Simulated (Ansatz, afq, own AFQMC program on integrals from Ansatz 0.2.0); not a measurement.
**Where AFQMC and coupled cluster stand for AlBH, doublet**

```yaml
atoms:
  - { symbol: B, position_ang: [0.0000, -0.0941, 0.3912] }
  - { symbol: Al, position_ang: [0.0000, -0.0291, -1.9589] }
  - { symbol: H, position_ang: [0.0000, 0.1232, 1.5676] }
```

Connectivity, by distances: BH–Al.

Basis 6-31G. Only valence electrons are correlated. Integrals, coupled cluster, full CI and functionals: Ansatz 0.2.0; the random walks run on the same integrals in our own AFQMC program. ph-AFQMC/CISD is guided by a CISD state made of CCSD amplitudes; releasing the constraint for a short imaginary time cuts its bias at the price of noise, slowly where states lie close. ± is one standard error of the sampling.

Determinant: UHF, the one that the program's search chose, which needn't be the lowest solution. The geometry is a point of a scan.

Full CI on the same integrals is exact in this basis and with this determinant's frozen core.

Cautions: an unrestricted solution with more broken spin lies lower (9 meV, ⟨S²⟩ 0.94); unrestricted determinant slightly spin contaminated (⟨S²⟩ 0.80 against 0.75); the released energies have errors that jump between times, so the bars are unsure, so no released level is given (meV from the phaseless value at times in 1/Eh: -2.4 ± 2.1 at 0.24, -5.6 ± 1.7 at 0.51, -23 ± 14 at 0.99, -9.8 ± 1.8 at 1.62, -12.2 ± 1.2 at 2.40).

The T1 diagnostic is 0.0359. The weight of the determinant in the CISD state is 0.883 and the ⟨S²⟩ of the determinant is 0.802. The size of the correlated space is 7 electrons in 18 orbitals.

Reference: full CI, correlation energy -2.523 eV.

```tsv
level	E − E(reference) (kJ/mol)	share of correlation (%)
HF	243.4	0.00
MP2	84.4	65.31
CCSD	8.8	96.39
CCSD(T)	3.4	98.62
CCSDT	0.6	99.77
CCSDT(Q)	0.2	99.93
CCSDTQ	0.0	99.99
ph-AFQMC/CISD	1.4 ± 0.2	99.41
```

CCSDT and higher add their correlation energy to the determinant of the CCSD(T) run, since their own runs factorise the integrals more tightly (a shift of under 2 meV). A walk keeps the symmetry of its determinant, which the program's search chose and which needn't be the lowest solution, so a lower state of the same spin and another symmetry isn't excluded.
